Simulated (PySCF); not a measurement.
C6H8.
Numbering: `[CH:1]#[C:2][CH2:3][CH:4]1[CH2:5][CH2:6]1`

Probes without a nucleus sit at each ring's centroid and 1 Å off its mean plane on both sides; NICS is minus the shielding there, NICSzz its component along the normal. Level: GIAO PBE0/pcSseg-1 (PySCF, non-relativistic, gas phase) on the GFN2-xTB geometry, one conformer.

Ring bond lengths (Å), with Mayer bond orders in brackets: C4–C5 1.498 (0.95), C5–C6 1.499 (0.98), C6–C4 1.498 (0.96).

Question: What do the NICS probes read (ppm)?

Answer: 
| ring | type | NICS(0) | NICS(1), two faces | NICS(1)zz, two faces | rms pucker (Å) | centre to ring atoms, mean (Å) |
| --- | --- | --- | --- | --- | --- | --- |
| C4–C5–C6 | 3-membered carbocycle; formal bonds all single | -43.6 | -8.7 / -8.7 | -23.7 / -21.4 | 0.00 | 0.87 |

Question: What do they say, and how far can they be read as aromaticity?

Answer: 
- C4–C5–C6: mean NICS(1)zz -22.6 ppm, shielded. C4, C5, C6 have four or more neighbours, and the NICS criterion for π rings isn't applied. A hydrogen on C4, outside the ring, lies only 1.44 Å from a NICS(1) probe, which then mostly feels that atom. NICS(0) lies 35 ppm below the mean NICS(1).

Question: Give the inner angles of the rings and the Hirshfeld charges of the ring atoms.

Answer: 
- C4–C5–C6: C4 60.1° (-0.033 e), C5 60.0° (-0.090 e), C6 60.0° (-0.092 e); sum 180.0° against 180° for a flat convex ring.

Shape of the structure used: `[CH:1]#[C:2][CH2:3][CH:4]1[CH2:5][CH2:6]1`: C2–C3–C4–C5 85°.
